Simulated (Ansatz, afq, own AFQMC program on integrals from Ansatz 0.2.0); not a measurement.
AFQMC, coupled cluster and functionals along a coordinate of HCl + O, triplet

```tsv
atom	x (Å)	y (Å)	z (Å)
Cl	0.0000	0.0000	-1.2963
H	0.0000	0.0000	-0.0175
O	0.0000	0.0000	1.3137
```

A hydrogen atom is moved from one rigid fragment to the other; the Cl1–H2 distance tells how far. The two fragments are held close together, so this isn't a minimum-energy path and the start is a compressed complex. Energies in kcal/mol count from this geometry (1.279 Å) at the same level; the start stands on UHF, each point on the determinant named.

Basis cc-pVTZ. Only valence electrons are correlated. Ansatz 0.2.0 and our own AFQMC program on the same integrals; the CISD trial comes from CCSD amplitudes, and released means the phaseless constraint is let go. Error bars are statistical, one sigma.

Cautions, each for one point or more: lower spins were not checked; the search met a lower determinant of the same kind, perhaps of another symmetry; unrestricted determinant slightly spin contaminated.

```
r(Cl1–H2) / Å  det.     T1  weight  ⟨S²⟩  CCSD(T)  ph-AFQMC/CISD  CCSDT(Q)  B3LYP   MP2
        1.376   UHF  0.021    0.87  2.04      1.0      1.2 ± 0.1       0.8   -1.6   2.3
        1.474   UHF  0.020    0.87  2.06      1.3      1.5 ± 0.1       1.1   -2.7   3.2
        1.523   UHF  0.016    0.87  2.06      0.5      0.9 ± 0.1       0.3   -3.3   1.7
        1.620   UHF  0.015    0.88  2.03     -1.0     -1.1 ± 0.2      -1.1   -3.4  -1.2
```

Weight is that of the determinant in the CISD state; at the start T1 is 0.017 and the weight 0.88, and ⟨S²⟩ is 2.02. Largest departures from CCSDT(Q), at the points where its series has closed: CCSD(T) 0.2 kcal/mol at 1.474 (on UHF), ph-AFQMC/CISD 0.6 kcal/mol at 1.523 (on UHF), B3LYP -3.7 kcal/mol at 1.474, MP2 2.1 kcal/mol at 1.474 (on UHF). Functionals count only at points shown to share the start's state and spin. In total energy ph-AFQMC/CISD lies 24 ± 3 meV above CCSDT(Q) at the start, so its agreement along the curve rests in part on cancellation.

Some points may be missing: those where a free walk finds a much lower state, and past Zn most of those on another determinant than at the start.

A walk keeps the symmetry of its determinant, which the program's search chose and which needn't be the lowest solution, so a lower state of the same spin and another symmetry isn't excluded.
